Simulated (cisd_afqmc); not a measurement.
Input (AFQMC/CISD/aug-cc-pVTZ; cisd_afqmc is a phaseless AFQMC code with CISD trial states that reads the integrals written by Ansatz):

Ansatz 0.2 input:
```python
import cisd_afqmc

open("ham.yaml", "w").write("""\
crystal:
  periodic: [false, false, false]
  atoms:
    - {symbol: C, position_ang: [-0.04642322, 0.66306917, -0.00000000]}
    - {symbol: O, position_ang: [-0.04642322, -0.75506283, 0.00000000]}
    - {symbol: H, position_ang: [-1.08695622, 0.97593817, 0.00000000]}
    - {symbol: H, position_ang: [0.86059178, -1.05703883, 0.00000000]}
    - {symbol: H, position_ang: [0.43814478, 1.07159417, 0.88953900]}
    - {symbol: H, position_ang: [0.43814478, 1.07159417, -0.88953900]}
basis:
  gaussian:
    orbitals: aug-cc-pVTZ
magnetization: {spin_polarized: false}
correlation: {method: ccsd, electrons: outside_noble_gas, hamiltonian_folder: ham}
""")
rep = cisd_afqmc.ansatz("ham.yaml")
e_ccsd = rep["correlation"]["coupled_cluster"]["energy"]["hartree"]
out = cisd_afqmc.run("ham", e_ccsd, trial="CISD", walkers=1000, populations=1, threads=12, dt=0.005, steps=40, early=24, settle=10, least=100,
    cut=5e-5, rank_cut=2e-4, target=0.0004, seconds=1000, seed=4, memory=62639, gpu=True)
```

Output:

```
orbitals 182, occupied [7], factors 963 of 1043, rank of the doubles 339 of 1225
E(HF) = -115.092393
E(CCSD) on the cut factors = -115.546497, shift to the whole factors -0.000009
Energy of the trial state on the determinant = -115.546481
  tau behind 7.2 of longer steps, mean of the populations' last blocks
   2.0  -115.56226
   4.0  -115.56241
   6.0  -115.56236
   8.0  -115.56386
  10.0  -115.56249
  12.0  -115.56210
  14.0  -115.56240
  16.0  -115.56304
  18.0  -115.56334
  20.0  -115.56442
  22.0  -115.56316
blocks 100 (0 outliers left out), error by blocks joined: 1: 0.00018, 2: 0.00021, 4: 0.00022, 8: 0.00025
E(AFQMC/CISD) = -115.56296 +/- 0.00025
```
